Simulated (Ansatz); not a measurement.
**NH₄ (doublet): from Hartree-Fock to the top rungs at distance N1–H4 along a hydrogen transfer = 1.012 Å, cc-pVDZ**

Aim: climb from Hartree-Fock through coupled cluster and multireference methods for NH₄ (doublet) at one geometry and basis, and see what each rung misses.

Method: cc-pVDZ, core rule «outside noble gas», up to 1 orbitals frozen; program: Ansatz 0.2.0, Gaussian basis.

The runs, in order: UHF; CCSD(T) on ROHF; CCSD(T) on UHF; BCCD(T) on ROHF; CISD; CCSDT(Q) on ROHF; CCSDT(Q) on UHF; CCSDTQ on ROHF; CASSCF and MRCISD+Q, 3 electrons in 3 orbitals; CASSCF and NEVPT2, 3 electrons in 3 orbitals; CASSCF and MRCISD+Q, 9 electrons in 8 orbitals; CASSCF and NEVPT2, 9 electrons in 8 orbitals.

### 1 The geometry

The geometry derives from fragments relaxed apart (PBE0/def2-TZVP) and kept rigid, so it is no stationary point. A hydrogen atom is moved between rigid fragments.

5 atoms, charge 0, spin multiplicity 2.

Atoms are counted from 1 here; the program's logs count them from 0.

Bond lengths: N1–H2 1.012 Å, N1–H3 1.012 Å, N1–H4 1.012 Å. Angles: H2–N1–H3 107.1°, H2–N1–H4 107.1°, H3–N1–H4 107.1°.

### 2 UHF

Input file in.yaml:

```yaml
crystal:
  periodic: [false, false, false]
  atoms:
    - {symbol: N, position_ang: [-0.149857, -0.031601, -0.049186]}
    - {symbol: H, position_ang: [-0.447137, 0.936233, -0.049186]}
    - {symbol: H, position_ang: [-0.447136, -0.433900, 0.831073]}
    - {symbol: H, position_ang: [0.862603, -0.031600, -0.049187]}
    - {symbol: H, position_ang: [2.114143, -0.031600, -0.049187]}
basis:
  gaussian: {orbitals: cc-pVDZ}
magnetization: {spin_polarized: true, initial_magnetization: 1}
hamiltonian: {xc: hf}
output: {orbitals: {seedname: orbitals}}
```

Command:

```
$ ansatz run in.yaml --threads 1 --pin off --events-out ev --progress --plain --max-ram 4096MiB --backend cpu
```

After this run come: CCSD(T) on ROHF; CCSD(T) on UHF; BCCD(T) on ROHF; CISD; CCSDT(Q) on ROHF; CCSDT(Q) on UHF; CCSDTQ on ROHF; CASSCF and MRCISD+Q, 3 electrons in 3 orbitals; CASSCF and NEVPT2, 3 electrons in 3 orbitals; CASSCF and MRCISD+Q, 9 electrons in 8 orbitals; CASSCF and NEVPT2, 9 electrons in 8 orbitals.

**Question.** What will the summary of the whole plan be? Wanted: RCCSDTQ below the RHF energy; RMP2 from RCCSDTQ; UMP2 from RCCSDTQ; RCCSD from RCCSDTQ; RCCSD(T) from RCCSDTQ; UCCSD(T) from RCCSDTQ; RCCSDT(Q) from RCCSDTQ; UCCSDT(Q) from RCCSDTQ; NEVPT2 pair from RCCSDTQ.

The runs gave:

| quantity | value |
| --- | --- |
| RCCSDTQ below the RHF energy | -5.8357 eV |
| RMP2 from RCCSDTQ | +608.6 meV |
| UMP2 from RCCSDTQ | +602.8 meV |
| RCCSD from RCCSDTQ | +132.6 meV |
| RCCSD(T) from RCCSDTQ | +18.4 meV |
| UCCSD(T) from RCCSDTQ | +18.2 meV |
| RCCSDT(Q) from RCCSDTQ | -0.5 meV |
| UCCSDT(Q) from RCCSDTQ | -0.6 meV |
| NEVPT2 pair from RCCSDTQ | +611.1 meV |
| NEVPT2 valence from RCCSDTQ | +759.0 meV |
| MRCISD+Q valence from RCCSDTQ | +4.5 meV |
| levels within 1 kcal/mol (43 meV) | RCCSD(T), UCCSD(T), BCCD(T), RCCSDT, UCCSDT, RCCSDT(Q), UCCSDT(Q), MRCISD+Q valence |
| T1 diagnostic | 0.018 |
| effectively unpaired electrons | 1.01 |

What this shows: RCCSD(T) misses by +18.4 meV, 0.3 % of the correlation energy. One determinant dominates. Of the multireference levels listed MRCISD+Q valence comes nearest in total energy (+4.5 meV), which doesn't show that its space is the better one. These misses are within one basis, not against nature; the frozen cores of restricted and unrestricted runs differ, which can shift their rows.
